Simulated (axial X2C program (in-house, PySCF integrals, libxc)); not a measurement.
**Nuclear properties of PF⁺**

Calculated with an in-house all-electron X2C program for linear molecules (integrals from PySCF): two-component X2C with atomic mean-field Coulomb and Gaunt terms, Gaussian nuclei, basis P dyall-v3z, F dyall-av3z with contracted cores.

R = 1.522 Å (near the PBE0 minimum at charge 1 of the determinant lowest at the starting distance; the state shown can have its own minimum elsewhere).

Determinant lowest in the PBE0 search, Ω = 1/2 (⟨Sz⟩ = -0.50, ⟨Lz⟩ = 1.00 at PBE0), spin on the atoms P -0.49, F -0.01:

```
    level  Eeff magnitude (GV/cm)  Ws magnitude P (kHz)  A∥/gI P (MHz)  qzz P (a.u.)  A∥/gI F (MHz)  qzz F (a.u.)
     PBE0                   0.027                0.0213           1010         -0.51            239          1.16
       HF                  0.0501                0.0401            913         -0.70            163          1.38
     BP86                  0.0202                0.0159           1010         -0.42            265          1.06
BHandHLYP                   0.026                0.0208            988         -0.56            208          1.23
   r2SCAN                  0.0405                0.0325            910         -0.45            235          1.11
```

Determinant 0.04 eV from it at PBE0 and this distance, Ω = 3/2 (⟨Sz⟩ = 0.50, ⟨Lz⟩ = 1.00 at PBE0), spin on the atoms P 0.49, F 0.01:

```
    level  Eeff magnitude (GV/cm)  Ws magnitude P (kHz)  A∥/gI P (MHz)  qzz P (a.u.)  A∥/gI F (MHz)  qzz F (a.u.)
     PBE0                  0.0307               0.00809            200         -0.53           70.2          1.16
       HF                  0.0603                 0.016            251         -0.72           69.2          1.39
     BP86                  0.0232               0.00611            192         -0.44           70.5          1.05
BHandHLYP                  0.0307               0.00817            229         -0.58           66.4          1.23
   r2SCAN                  0.0433                0.0116            209         -0.47             78          1.11
```

Eeff is the effective electric field on the electron electric dipole moment in this Ω state and Ws the scalar–pseudoscalar constant of the nucleus named (defined with the proton number Z and per Ω); A∥ (defined per Ω) follows by multiplying with gI = μI/(I μN); qzz is the electric field gradient, eQq0 = 234.96 MHz × Q/barn × qzz. The operators were transformed with the bare-nucleus X2C matrices; with these basis sets, hyperfine constants and field gradients can be off by tens of per cent, and where levels differ in sign neither size nor sign is settled.

Task: With gI(31P) = 2.2632, gI(19F) = 5.2577 (g factors from the IAEA table of nuclear moments by Stone), turn the PBE0 values of the first state into constants in MHz.

Result: A∥(31P) = 1010 × 2.2632 = 2290 MHz; A∥(19F) = 239 × 5.2577 = 1260 MHz.

Each state is one determinant with collinear spin. Unrestricted Hartree–Fock can overshoot spin polarisation at the nuclei. Where Eeff spreads by more than a factor of two the levels disagree and none is to be relied on. The search compared states at one distance, so a state with another bond length can lie lower. PBE0 term energies can be off by some tenths of an eV.
